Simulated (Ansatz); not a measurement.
System: CH3NO, charge 0, triplet. This triplet is an excited state, 4.2 eV above the singlet at CCSD(T)/cc-pVQZ (Ansatz, an electronic-structure program). CH3NO (parent SMILES NC=O, triplet).
B3LYP-D3(BJ)/def2-TZVP minimum from Ansatz:
```xyz
6

N     -1.0367     0.2181    -0.2196
C      0.3781     0.4532    -0.1840
O      0.8638    -0.5720     0.4852
H     -1.3470    -0.5330    -0.8361
H     -1.4231     0.0917     0.7090
H      0.8477     0.7720    -1.1136
```
Charge 0, spin multiplicity 3.

Total energies in cc-pVDZ, 18 correlated electrons, 3 frozen orbitals. Open shells are spin-unrestricted; no spin-orbit coupling. Correlated methods leave the cores frozen. No relativity. The spin of CH3NO (parent SMILES NC=O, triplet) was assumed, and the state is the lowest solution found for it.

```
method    program  energy (Eh)  minus CCSDT(Q) (mEh)
--------  -------  -----------  --------------------
HF         Ansatz   -168.83512                483.59
MP2        Ansatz   -169.26334                 55.36
CCSD       Ansatz   -169.30259                 16.12
CCSD(T)    Ansatz   -169.31582                  2.89
CCSDT(Q)   Ansatz   -169.31871                  0.00
```

Rough core times of Ansatz's runs on a shared machine: CCSD(T) under 20 s, CCSDT(Q) 10 min.
